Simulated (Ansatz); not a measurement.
Anatase TiO2 (metastable phase) was calculated with HSE06 (Ansatz, an electronic-structure program, plane waves, PAW).

Numerical settings: plane-wave cutoff 500 eV, 8×8×8 k mesh, gaussian smearing 0.02 eV, no spin polarisation, scalar-relativistic PAW data made under PBE.

Computed at the level's own relaxed cell.

Question: What does this level give for the volume per atom, lattice parameter a, lattice parameter c and band gap?

Answer: 
- volume per atom = 11.30 Å³/atom
- lattice parameter a = 3.760 Å
- lattice parameter c = 9.588 Å
- band gap = 3.75 eV (on the SCF k mesh)

Measured, for comparison: band gap 3.42 eV (low temperature, zero-point motion not removed, gap of extended states, from the Urbach tail; as tabulated in Kang and Hybertsen (2010), arXiv:1006.4085); lattice constant a 3.784 Å, lattice parameter c 9.514 Å (room temperature, no zero-point or thermal correction; as tabulated in Horn, Schwerdtfeger, Meagher, Refinement of the structure of anatase at several …). Computed (rounded) less measured: band gap +0.33 eV, lattice constant a -0.6 %, lattice parameter c +0.8 %. A static lattice is as a rule a little smaller and stiffer than an uncorrected measurement, which narrows the difference in the lattice constant a and would widen misses of the other sign.

The computed numbers hold no vibrational or temperature effects.

Cost on a shared machine: roughly 24 core-minutes.
